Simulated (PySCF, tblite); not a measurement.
## A complex of dinitrogen and 2 × hydrogen fluoride

A gas-phase complex of dinitrogen and 2 × hydrogen fluoride; neutral, singlet. The structure comes from a short search (6 tight-binding starts) and was relaxed by PBE0-D3(BJ)/def2-SVPD; another way of binding may lie lower. Frequencies by PBE0-D3(BJ)/def2-SVPD show no clear imaginary mode.

Parts: 1 = dinitrogen (N#N), atoms 1–2; 2 = hydrogen fluoride (F), atoms 3–4; 3 = hydrogen fluoride (F), atoms 5–6.

Coordinates in Å:
```
N1      0.453   -0.237    0.240
N2     -0.549    0.096   -0.053
F3      3.032   -1.128    0.956
H4      2.180   -0.830    0.723
F5      3.983   -2.850   -0.838
H6      3.728   -2.259   -0.166
```

Contacts between parts, classed by geometry: H6···F3 1.739 Å (hydrogen bond, 171°); H4···N1 1.890 Å (hydrogen bond, 180°).

Interaction energies are complex less parts, with the parts frozen as they stand in it; counterpoise-corrected, in kcal/mol (PySCF).

(1) Give the interaction energy at each level run.

(2) What holds them together? Decompose the wB97M-D3(BJ)/def2-TZVPD energy: frozen parts, their antisymmetrised product, then relaxation.

(3) Are the pair energies additive?

The parts were also relaxed and run alone, at the levels used for the complex: shieldings by PBE0/pcSseg-2; core levels by delta-SCF with SCAN, pcX-2 on the ionised atom and pcseg-1 elsewhere, spin-free X2C.

(4) How do these values change when the complex forms?

(5) What are the binding energy from relaxed parts (wB97M-D3(BJ)/def2-TZVPD), and ΔH and ΔG of association at 298.15 K and 1 atm?

Answers

(1) 
```tsv
level	interaction	superposition error removed
wB97M-D3(BJ)/def2-TZVPD	-7.61	-0.14
PBE0-D3(BJ)/def2-TZVPD	-8.54	-0.14
RI-MP2/aug-cc-pVTZ	-7.43	-1.17
```

(2) electrostatic -12.6, Pauli repulsion +14.4, orbital relaxation -8.5, dispersion correction -1.0 kcal/mol, which sum to the value before the counterpoise correction; the Pauli term holds the exchange-correlation of the frozen density too. Of the attraction, 57 % is electrostatic, 38 % is orbital relaxation, 5 % is dispersion correction.

(3) The pairs sum to -6.63 kcal/mol (1–2 -1.9, 1–3 -0.3, 2–3 -4.4); the rest of -0.98 is a many-body strengthening.

(4) 
| property | alone | in the complex | change |
| --- | --- | --- | --- |
| F5–H6 bond (Å) | 0.920 | 0.930 | +0.010 |
| shielding of H6 (ppm) | 29.19 | 26.22 | -2.97 |
| shielding of F3 (ppm) | 410.9 | 390.0 | -20.8 |
| shielding of H4 (ppm) | 29.19 | 26.73 | -2.46 |
| shielding of N1 (ppm) | -93.8 | -74.7 | +19.1 |
| F3 1s core level (eV) | 694.12 | 694.30 | +0.19 |
| F5 1s core level (eV) | 694.12 | 692.80 | -1.32 |

(5) -7.59 kcal/mol, -4.05 with zero-point energy; ΔH -5.3 and ΔG +8.6 kcal/mol, from harmonic vibrations by PBE0-D3(BJ)/def2-SVPD with low modes damped.
